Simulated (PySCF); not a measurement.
Species: C₄H₆N (doublet state).
SMILES with atom numbers: `[CH2:1]/[CH:2]=[CH:3]\[N:4]=[CH2:5]` (hydrogens: H6, H7 on C1; H8 on C2; H9 on C3; H10, H11 on C5)

Structure used (GFN2-xTB), in Å, numbered top down from 1:
```
atom  x, y, z in Å
C1    -1.7686   -0.9029    0.2246
C2    -1.2998    0.3593    0.2898
C3     0.0303    0.7351   -0.0051
N4     0.9230   -0.1439   -0.4224
C5     2.1960   -0.0538   -0.3911
H6    -2.7902   -1.1398    0.4620
H7    -1.1283   -1.7086   -0.0882
H8    -1.9615    1.1602    0.5928
H9     0.2943    1.7919    0.0564
H10    2.7392    0.6875    0.1947
H11    2.7711   -0.7822   -0.9394
```

The hyperfine couplings belong to this conformer and change with its torsions.

Level of theory: PySCF, UKS B3LYP, pcH-1 on C H N, non-relativistic, mean-field spin-orbit, GIAO. The structure is a single GFN2-xTB conformer in the gas phase; no vibrational or solvent corrections. A GFN2-xTB geometry isn't a minimum of the functional, and hyperfine couplings can be far from their values at a DFT geometry. The frame is twisted about the C3–N4 bond at this geometry (dihedral H9–C3–N4–C5 = 24°); couplings at other torsion angles weren't computed. The SCF solution wasn't tested for stability. ⟨S²⟩ is 0.784 where a pure state has 0.75.

Task: Give the principal g shifts and their parts.

Result: 
```tsv
Δg (ppm)	1	2	3
relativistic mass correction	-140	-140	-140
gauge correction	35	5	30
orbital Zeeman/spin–orbit	-30	257	260
total	-135	121	150
```

So g = 2.00218, 2.00244, 2.00247 and g_iso = 2.00236; the tensor is close to axial: the two nearest values differ by 10 % of g3 − g1. 

Task: What are the electron Larmor frequencies g μB B/h along the three axes at 330 mT?

Result: 9.2476, 9.2488, 9.2489 GHz for g1, g2 and g3, a range of 1.3 MHz.

Task: At 9.797 GHz, how far is the centre of the isotropic spectrum from where a free electron (g = 2.002319) resonates?

Result: B = hν/(g μB) with μB/h = 13.99624 MHz/mT gives 349.58 mT for the free electron and 349.57 mT at g_iso, the same within 0.01 mT.

Task: What effective moment and Curie constant follow for a powder?

Result: With the mean of g² = 4.0095 and S(S+1) = 0.75: μ_eff = √(⟨g²⟩S(S+1)) = 1.734 μB and χT = 0.12505·⟨g²⟩·S(S+1) = 0.376 cm³ K/mol (cgs; spin-Hamiltonian part alone).

Task: In a frozen sample, at which fields do the three g values resonate at 9.5, 34, 94 and 263 GHz (hyperfine left aside), and which band first spreads them over more than twice a line width of 0.5 mT?

Result: 
| band | GHz | B(g3) mT | B(g2) mT | B(g1) mT | spread mT |
| --- | --- | --- | --- | --- | --- |
| X | 9.5 | 338.96 | 338.96 | 339.01 | 0.05 |
| Q | 34.0 | 1213.11 | 1213.13 | 1213.29 | 0.17 |
| W | 94.0 | 3353.90 | 3353.95 | 3354.38 | 0.48 |
| J | 263.0 | 9383.79 | 9383.93 | 9385.13 | 1.34 |

The spread grows in proportion to the frequency. J band is the first where it exceeds 1.0 mT.

The Mulliken spin populations are largest on C3 (+0.52), C1 (+0.48), C5 (+0.41) and C2 (-0.22). Three atoms exceed +0.15. The positive populations add up to 1.41 and the negative ones to -0.41, together 2S = 1. The angles at C3 add up to 359.9°, so it is planar.

The HOMO–LUMO gaps are 4.25 eV among the α and 4.35 eV among the β orbitals.
